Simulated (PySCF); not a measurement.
A structure optimised at PBE-D3(BJ)/def2-TZVP, used in a PySCF frequency run:

```
N
F 1 1.3996
F 1 1.3996 2 101.82
F 1 1.3996 2 101.82 3 -104.92
```
Charge 0, spin multiplicity 1.

**Question.** Write its SMILES, formula and point group.

**Answer.** FN(F)F, F₃N, C3v

**Question.** What are its rotational constants (standard atomic weights)?

**Answer.** 10.278, 10.278, 5.6357 GHz
